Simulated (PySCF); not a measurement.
Working out the ionisation energy of Ne

Ne [Ne] (1S) → Ne⁺ [He] 2s2 2p5 (2P). Calculation: PySCF 2.14, in x2c-TZVPPall with one added diffuse shell each of s, p, d type (6s4p3d1f, 40 functions); scalar relativity by spin-free X2C-1e. Frozen: 1s2. Energies in hartree (1 hartree = 27.21139 eV):

| part | Ne (lower) | Ne⁺ (upper) |
| --- | --- | --- |
| UHF | -128.679193 | -127.956910 |
| CCSD correlation | -0.267160 | -0.206534 |
| (T) | -0.004538 | -0.002354 |

**Question.** What does Hartree-Fock give?

**Answer.** (-127.956910) − (-128.679193) = 0.722283 hartree = 19.654 eV.

**Question.** What do CCSD and CCSD(T) give?

**Answer.** The CCSD correlation energies differ by 0.060626 hartree = 1.650 eV and the triples by 0.002184 hartree = 0.059 eV, so CCSD gives 21.304 eV and CCSD(T) 21.363 eV.

Measured between the centres of the two terms (NIST): 21.597 eV, so CCSD(T) (valence) is off by -0.234 eV.

What remains against the reference includes basis incompleteness, the frozen core and higher excitations.
